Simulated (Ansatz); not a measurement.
Saddle point of SiH6S, closed shell (SiH₄S ([SiH3][SH]) + H₂ → SiH₄ + H₂S; bonds formed: Si1–H7, S2–H6; bonds broken: Si1–S2, H6–H7), PBE0-D4/def2-TZVP structure:

```csv
atom,x (Å),y (Å),z (Å)
Si1,-0.6360,-0.1217,-0.4160
S2,0.7146,0.4725,1.6103
H3,-0.7035,-0.6921,-1.8010
H4,-1.3932,1.1454,-0.3599
H5,-1.2223,-1.2300,0.3880
H6,1.0315,0.6224,-0.0325
H7,0.8401,0.5042,-0.9974
H8,1.3690,-0.7007,1.6085
```

Energies are electronic, without zero-point energy. Barriers and step energies count from the start structure reached by relaxing down the imaginary mode; all methods use the PBE0-D4 structures, on which another method's saddle can fall below an end. Ansatz 0.2.0; basis: def2-TZVPP, with def2-QZVPP for the basis limit; cores frozen in the correlated methods. B3LYP uses VWN-RPA correlation. Extrapolation: Hartree–Fock as exp(−7.88 √X), correlation as X^−2.97.

```csv
method,barrier (kJ/mol),step energy (kJ/mol)
SPW92,?,27.8
PBE-D4,203.0,33.5
BLYP-D4,?,29.1
r2SCAN-D4,220.0,33.8
B97M-V,228.4,27.2
PBE0-D4,221.7,31.4
B3LYP-D4,236.2,27.0
r2SCAN0-D4,232.1,31.9
BHLYP-D4,258.3,24.2
CAM-B3LYP-D4,245.4,22.4
wB97X-V,?,27.0
wB97M-V,243.3,27.9
B2PLYP,246.0,27.1
PBE-QIDH,240.9,31.5
RPA on PBE,248.1,21.2
HF,310.2,14.7
MP2,250.9,34.1
CCSD,260.4,22.1
CCSD(T),250.7,25.6
```

(1) Fill in the withheld barriers. (An estimate is asked for; the value comes from the calculation.)

The T1 diagnostic stays at or below 0.014.

Answers

(1) By the calculation: wB97X-V 249.0; BLYP-D4 223.1; SPW92 171.2 kJ/mol. Each is the energy of the saddle less that of the start structure, by the same method.

For comparison, the barrier by CCSD(T) at an estimated basis limit (MP2 extrapolated from triple and quadruple zeta, plus CCSD(T) − MP2 in triple zeta) is 248.2 kJ/mol.

Labels in which every atom is bracketed show which atoms are joined, not bond orders.

For scale, one of the runs: CCSD(T)/def2-TZVPP, 168 basis functions, launched by `ansatz run in.yaml --threads 2 --pin off --events-out ev --progress --plain --max-ram 4352MiB`. Hardware: 2 CPU threads of an Arm Neoverse V2, shared host. Wall time 15 s; peak host memory 1.2 GiB.
